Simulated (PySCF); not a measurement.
Molecule: `Cn1nccn1`, C₃H₅N₃.

Molfile (atoms numbered from 1):
```
C3H5N3
     RDKit          3D

 11 11  0  0  0  0  0  0  0  0999 V2000
   -1.7134   -0.0991   -0.5574 C   0  0  0  0  0  0  0  0  0  0  0  0
   -0.3394   -0.0238   -0.1327 N   0  0  0  0  0  0  0  0  0  0  0  0
    0.3507   -1.0955    0.1907 N   0  0  0  0  0  0  0  0  0  0  0  0
    1.5359   -0.6144    0.5541 C   0  0  0  0  0  0  0  0  0  0  0  0
    1.4958    0.7832    0.4286 C   0  0  0  0  0  0  0  0  0  0  0  0
    0.2881    1.1244   -0.0110 N   0  0  0  0  0  0  0  0  0  0  0  0
   -2.3790    0.2969    0.2233 H   0  0  0  0  0  0  0  0  0  0  0  0
   -1.9461   -1.1529   -0.7432 H   0  0  0  0  0  0  0  0  0  0  0  0
   -1.8473    0.4871   -1.4757 H   0  0  0  0  0  0  0  0  0  0  0  0
    2.3394   -1.2730    0.8764 H   0  0  0  0  0  0  0  0  0  0  0  0
    2.2595    1.5329    0.6245 H   0  0  0  0  0  0  0  0  0  0  0  0
  1  2  1  0
  2  3  1  0
  3  4  2  0
  4  5  1  0
  5  6  2  0
  6  2  1  0
  1  7  1  0
  1  8  1  0
  1  9  1  0
  4 10  1  0
  5 11  1  0
M  END
```

Geometry PBE0-D3(BJ)/def2-SVP throughout; GIAO in PySCF, gas phase, one conformer, non-relativistic; equivalent atoms averaged; functional PBE0.

A run gave: C4/C5 43.1, C1 141.4, N3/N6 -101.8, N2 -12.2, H10/H11 23.84, H7/H8/H9 27.27 ppm (absolute shieldings σ).

Task: Which basis set was used in that run?
A. pcSseg-0
B. aug-cc-pVDZ
C. IGLO-III
D. cc-pVTZ
E. cc-pVDZ

Result: C. C1 tells them apart best: IGLO-III gives 141.4, pcSseg-0 gives 147.1, aug-cc-pVDZ gives 155.2, cc-pVTZ gives 146.1, cc-pVDZ gives 156.4 ppm.
